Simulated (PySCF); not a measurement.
Molecule: C$_{2}$H$_{6}$N, net charge -1, singlet state. It need not be the lowest isomer of its formula. Whether it binds its extra electron was not tested at this geometry. 
Structure (B3LYP-D3(BJ)/def2-TZVP (Ansatz) minimum search):
```
C
H 1 1.1006
H 1 1.1006 2 106.18
C 1 1.4837 2 111.23 3 121.14
H 4 1.1029 1 112.06 2 59.15
H 4 1.1029 5 109.49 1 -124.99
N 1 1.5546 2 102.95 3 -107.83
H 7 1.0216 1 103.83 2 -71.84
H 7 1.0216 8 101.74 1 107.62
```
Charge -1, spin multiplicity 1.

Dispersion corrections to the total energy (kcal/mol) from the dftd3 and dftd4 libraries through PySCF: D3(BJ) without and D4 with the three-body term, each with the damping fitted for the functional named.

```json
[
 {"functional": "PBE", "D3(BJ)": "-3.02", "D4": "[?]"},
 {"functional": "LC-wPBE", "D3(BJ)": "[?]", "D4": "-3.63"},
 {"functional": "B2GP-PLYP", "D3(BJ)": "-1.46", "D4": "-1.33"},
 {"functional": "BP86", "D3(BJ)": "-4.28", "D4": "-4.16"},
 {"functional": "HF", "D3(BJ)": "-25.76", "D4": "-13.67"},
 {"functional": "B3LYP", "D3(BJ)": "-4.98", "D4": "-5.28"},
 {"functional": "r2SCAN", "D3(BJ)": "[?]", "D4": "-0.81"}
]
```

Problem. What belongs in the gaps?

Solution. 
- PBE, D4: -3.31
- LC-wPBE, D3(BJ): -2.56
- r2SCAN, D3(BJ): -0.78
